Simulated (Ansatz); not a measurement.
Input for Ansatz (a first-principles code): R-CCSD(T)/cc-pVDZ on H2 (SMILES [H][H]).

Ansatz 0.2 input:
```yaml
crystal:
  periodic: [false, false, false]
  atoms:
    - {symbol: H, position_ang: [0.00000000, 0.00000000, 0.00000000]}
    - {symbol: H, position_ang: [0.74187646, 0.00000000, 0.00000000]}
basis:
  gaussian:
    orbitals: cc-pVDZ
magnetization: {spin_polarized: false}
correlation: {method: ccsd_t, electrons: outside_noble_gas}
scf: {lower_state_search: off}
```

It printed:

```
WARN ansatz: RAYON_NUM_THREADS=2 ignored (pool sized by the plan → 2); use --threads N
Functional definition: HF
these checks for a lower state are left out or cut short: stability, starts, cluster_reference, orbital_swaps, neighbouring_geometries, increment
integrals: 0.00 GiB planned
84 factors; integrals over basis functions are off by at most 1.4e-3 eV
mean field: 0.03 GiB planned
mean field evaluation 1: about -30.6421 eV, gradient 3.7e0 eV
mean field evaluation 2: about -30.6416 eV, gradient 3.7e0 eV
mean field evaluation 4: about -30.7140 eV, gradient 2.9e-2 eV
mean field evaluation 8: about -30.7140 eV, gradient 2.5e-7 eV
mean field -30.71403167 eV, -1.1287198453 hartree, gradient 2.5e-7 eV, S^2 0.000000; 0 other end points of the search recorded, 0 dependent functions left out
reference -30.71403167 eV, -1.1287198453 hartree; 1, 1 occupied and 9, 9 virtual orbitals, 84 factors
second order -0.71806069 eV of doubles, -0.00000000 eV of singles
coupled cluster: 0.03 GiB planned
cycle   1  -0.87923181 eV  change   -1.6e-1 eV  update   2.6e-2
cycle   2  -0.94339909 eV  change   -6.4e-2 eV  update   8.9e-3
cycle   3  -0.94440859 eV  change   -1.0e-3 eV  update   1.2e-3
cycle   4  -0.94447687 eV  change   -6.8e-5 eV  update   1.2e-4
cycle   5  -0.94444268 eV  change    3.4e-5 eV  update   1.0e-5
cycle   6  -0.94444874 eV  change   -6.1e-6 eV  update   1.6e-6
cycle   7  -0.94444750 eV  change    1.2e-6 eV  update   1.8e-7
perturbative correction -0.00000000 eV, -0.0000000000 hartree
Total energy: -31.65847917 eV, -1.1634276507 hartree
Checks for a lower state left out: stability, starts, cluster_reference, orbital_swaps, neighbouring_geometries, increment
```

Self-consistency was reached.

Cost: about 0.25 core-seconds (a rough figure).
